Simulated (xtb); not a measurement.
AlCl3, charge +1, quartet, at a GFN2-xTB geometry of the parent state (such geometries of metal compounds can be far from the true shape) (a state made from the parent by changing its charge; the spin is typed, not shown lowest); GFN0-xTB in xtb 6.7.1.

The xtb input:
```
$ xtb mol.xyz --gfn 0 --chrg 1 --uhf 3 --json

# file mol.xyz
4

Al     0.00007163    -0.00003268    -0.01168397
Cl     0.01172470     2.02980854    -0.00262734
Cl     1.75194248    -1.02503148     0.01658624
Cl    -1.76372195    -1.00475207    -0.00502410
```

Output, abridged:

```
   ID    Z sym.   atoms
    1   13 Al     1
    2   17 Cl     2-4

           -------------------------------------------------
          |                Calculation Setup                |
           -------------------------------------------------

           -------------------------------------------------
          |                 G F N 0 - x T B                 |
           -------------------------------------------------

          ...................................................
          :                      SETUP                      :
          :.................................................:
          :  # basis functions                  40          :
          :  # atomic orbitals                  36          :
          :  # shells                           12          :
          :  # electrons                        23          :
          :  electronic temp.          300.0000000     K    :
          :  accuracy                    1.0000000          :
          :  -> integral cutoff          0.2500000E+02      :
          :  -> integral neglect         0.1000000E-07      :
          ...................................................

         :::::::::::::::::::::::::::::::::::::::::::::::::::::
         ::                     SUMMARY                     ::
         :::::::::::::::::::::::::::::::::::::::::::::::::::::
         :: total energy             -12.180653493634 Eh    ::
         :: gradient norm              0.102446280062 Eh/a0 ::
         :: HOMO-LUMO gap              2.914504139935 eV    ::
         ::.................................................::
         :: H0 energy                -13.634983869882 Eh    ::
         :: repulsion energy           0.034468758603 Eh    ::
         :: electrostat energy         1.421025581349 Eh    ::
         :: -> Gsolv                   0.000000000000 Eh    ::
         ::    -> Gsasa                0.000000000000 Eh    ::
         ::    -> Gshift               0.000000000000 Eh    ::
         :: dispersion energy         -0.001163963704 Eh    ::
         :: short-range corr.          0.000000000000 Eh    ::
         :: add. restraining           0.000000000000 Eh    ::
         :: total charge               1.000000000000 e     ::
         :::::::::::::::::::::::::::::::::::::::::::::::::::::

           -------------------------------------------------
          |                Property Printout                |
[...]
        18                         -0.0852225              -2.3190
        19                         -0.0736619              -2.0044
        20                         -0.0665317              -1.8104
        21                         -0.0665317              -1.8104
        22                         -0.0656981              -1.7877
        23                         -0.0656981              -1.7877
        24                         -0.0656925              -1.7876
       ...                                ...                  ...
        36                          1.4117856              38.4166
      -------------------------------------------------------------
                  HL-Gap            0.1071061 Eh            2.9145 eV
             Fermi-level            0.0000000 Eh            0.0000 eV

     #   Z          covCN         q      C6AA      α(0)
     1  13 Al       2.307     0.459   150.672    25.100
     2  17 Cl       0.769     0.180    92.013    14.662
     3  17 Cl       0.769     0.180    92.013    14.662
     4  17 Cl       0.769     0.180    92.013    14.662

 Mol. C6AA /au·bohr⁶  :       1658.012930
 Mol. C8AA /au·bohr⁸  :      91944.127539
 Mol. α(0) /au        :         69.085369

Wiberg/Mayer (AO) data.
largest (>0.10) Wiberg bond orders for each atom

 ---------------------------------------------------------------------------
     #   Z sym  total        # sym  WBO       # sym  WBO       # sym  WBO
 ---------------------------------------------------------------------------
     1  13 Al   2.435 --     2 Cl   0.812     4 Cl   0.812     3 Cl   0.812
     2  17 Cl   1.118 --     1 Al   0.812     3 Cl   0.153     4 Cl   0.153
     3  17 Cl   1.118 --     1 Al   0.812     2 Cl   0.153     4 Cl   0.153
     4  17 Cl   1.118 --     1 Al   0.812     3 Cl   0.153     2 Cl   0.153
 ---------------------------------------------------------------------------

Topologies differ in total number of bonds
Writing topology from bond orders to xtbtopo.mol

 dipole moment from electron density (au)
     X       Y       Z
  -0.0003   0.0001   0.0520  total (Debye):    0.132

           -------------------------------------------------
          | TOTAL ENERGY              -12.180653493634 Eh   |
          | GRADIENT NORM               0.102446280062 Eh/α |
          | HOMO-LUMO GAP               2.914504139935 eV   |
           -------------------------------------------------

normal termination of xtb
```
